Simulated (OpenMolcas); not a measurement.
B2 (SMILES B#B): methods side by side

B2: 2 atoms, total charge 0, spin state triplet. SMILES: `B#B`. Geometry: relaxed at GFN2-xTB.

```xyz
2

B     0.0000    0.0000    0.0000
B     0.0000    0.0000    1.4051
```

Quantity: the energy change with the B1–B2 bond stretched from 1.405 to 2.810 Å, in eV. The values are calculated.

| level | kind | program | value (eV) | less FCI/pcseg-0 | CPU time (all runs) |
| --- | --- | --- | --- | --- | --- |
| ROHF/pcseg-0 | Hartree–Fock | OpenMolcas | 0.17 | -0.90 | 4.1 s |
| USVWN5/pcseg-0 | LDA | OpenMolcas | 1.37 | +0.30 | 7.5 s |
| UPBE/pcseg-0 | GGA | OpenMolcas | 1.06 | -0.01 | 8.5 s |
| U-r2SCAN/pcseg-0 | meta-GGA | OpenMolcas | 0.95 | -0.12 | 12 s |
| UPBE0/pcseg-0 | global hybrid | OpenMolcas | 0.97 | -0.10 | 7.9 s |
| MRCI(4,4)/pcseg-0 | multireference | OpenMolcas | 1.28 | +0.21 | 3.2 s |
| SC-NEVPT2(4,4)/pcseg-0 | multireference | OpenMolcas | 1.57 | +0.50 | 2.9 s |
| ROCCSD(T)/pcseg-0 | coupled cluster or CI | OpenMolcas | 1.12 | +0.05 | 4.3 s |
| FCI/3-21G | exact in the basis | OpenMolcas | 1.10 | +0.03 | 17 s |
| FCI/pcseg-0 | exact in the basis | OpenMolcas | 1.07 | 0.00 | 15 s |

FCI/pcseg-0 is exact within its basis and frozen core, so for wave-function methods in that basis the difference is their error; functionals converge differently with the basis, so for them it is only a difference. The first shape isn't each level's own minimum. The values span 0.17 to 1.57 eV. All rows use very small basis sets, so none should be taken for the real molecule's value. CPU times are rough (shared hosts, several kinds of processor): they show what a rung costs within a factor of a few.
